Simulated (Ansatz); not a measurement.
Predict the output of the script below (Ansatz 0.2.0, Python API).

Script `dimer.py`:
```python
"""Binding of a CO2 dimer at a trial geometry."""

import ansatz as az
import numpy as np

BASIS = "def2-SVP"
XC = "b3lyp"

FIRST = [
    ("O", (0.3674, -1.0795, 0.0872)),
    ("C", (0.0002, 0.0001, 0.0001)),
    ("O", (-0.3675, 1.0794, -0.0873)),
]
SECOND = [
    ("O", (1.2037, 2.1346, -1.9745)),
    ("C", (1.0146, 1.0591, -2.3142)),
    ("O", (0.8257, -0.0163, -2.6544)),
]

def energy(atoms, ghosts=()):
    molecule = az.Crystal.molecule()
    for symbol, xyz in atoms:
        molecule = molecule.atom(symbol, xyz)
    calc = molecule.calculation().basis(gaussian=BASIS).functional(XC)
    deck = calc.input()
    if ghosts:
        deck = deck.set(az.key.basis.gaussian.ghost_atoms, [{"symbol": s, "position_ang": list(xyz)} for s, xyz in ghosts])
    return az.Session.from_dict(deck).plan().execute().report["free_energy_ev"]


def main() -> None:
    # monomers in their own basis and in the basis of the dimer
    direction = np.array([0.3703, 0.3865, -0.8447])
    print("shift (A)   counterpoise-corrected interaction (kcal/mol)")
    for shift in (-0.3, 0.0, 0.4, 1.0, 2.0):
        moved = [(s, tuple(np.round(np.array(xyz) + shift * direction, 4))) for s, xyz in SECOND]
        gain = energy(FIRST + moved) - energy(FIRST, moved) - energy(moved, FIRST)
        print(f"{shift:8.2f} {23.060548 * gain:14.3f}")


if __name__ == "__main__":
    main()
```

```console
$ python dimer.py
shift (A)   counterpoise-corrected interaction (kcal/mol)
   -0.30         18.741
    0.00          6.523
    0.40          1.662
    1.00          0.350
    2.00          0.099
```

What to keep in mind:
- These settings explore the input space; basis and method may be short of convergence.
- The dimer is a generated trial pose of unrelaxed monomers, not a minimum, so the figure is no binding energy, and the basis set is small.
- b3lyp holds the VWN-RPA fit, as in Gaussian; the form of ORCA and Turbomole is b3lyp5.
- This level lacks the dispersion part of the attraction (electrostatics and induction are there), which can decide the sign where the interaction is weak.
- Run time: 23 s on 1 thread of Arm Neoverse V1, on a shared host, peak memory 0.22 GiB.

(Lines on the test bed's own set-up are left out of the output.)
